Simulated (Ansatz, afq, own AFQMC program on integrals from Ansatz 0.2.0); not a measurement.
## Where AFQMC and coupled cluster stand for SiGeS, triplet

```xyz
3

Ge    0.4832    0.0000    0.8394
Si   -1.4422    0.0000   -0.4422
S     0.1686    0.0000   -1.5144
```

Connectivity, by distances: Ge–Si–S, closed to a ring.

Basis cc-pVDZ. Only valence electrons are correlated. Ansatz 0.2.0 and our own AFQMC program on the same integrals; the CISD trial comes from CCSD amplitudes, and released means the phaseless constraint is let go. ± is one standard error of the sampling. No spin–orbit coupling.

Determinant: UHF, the one that the program's search chose, which needn't be the lowest solution. The geometry is a point of a scan.

No full CI on the walks' own integrals is used here; CCSDT(Q) serves as the reference and is uncertain by about the last step of the cluster series.

Cautions: no relativity below Rb; no spin-orbit coupling; inner d shell frozen; lower spins were not checked; unrestricted determinant slightly spin contaminated (⟨S²⟩ 2.07 against 2.00).

- T1 diagnostic: 0.0316
- weight of the determinant in the CISD state: 0.809
- ⟨S²⟩ of the determinant: 2.073
- size of the correlated space: 14 electrons in 39 orbitals

Reference: CCSDT(Q), correlation energy -8.415 eV. The released energy is read at 2.40 1/Eh (meV from the phaseless value at times in 1/Eh: 0 ± 21 at 0.24, 16 ± 18 at 0.51, -45 ± 18 at 0.99, -26 ± 23 at 1.62, 12 ± 31 at 2.40).

| level | E − E(reference) (meV) | share of correlation (%) |
| --- | --- | --- |
| HF | 8414.9 | 0.00 |
| MP2 | 1365.5 | 83.77 |
| CCSD | 452.2 | 94.63 |
| CCSD(T) | 78.1 | 99.07 |
| CCSDT | 35.6 | 99.58 |
| ph-AFQMC/HF | 77.9 ± 66.8 | 99.07 |
| ph-AFQMC/CISD | 22.9 ± 16.1 | 99.73 |
| released AFQMC | 34.7 ± 30.9 | 99.59 |

A walk keeps the symmetry of its determinant, which the program's search chose and which needn't be the lowest solution, so a lower state of the same spin and another symmetry isn't excluded. Released energies are given only where the last usable release times agree within the noise; a slower fall can still hide under it.
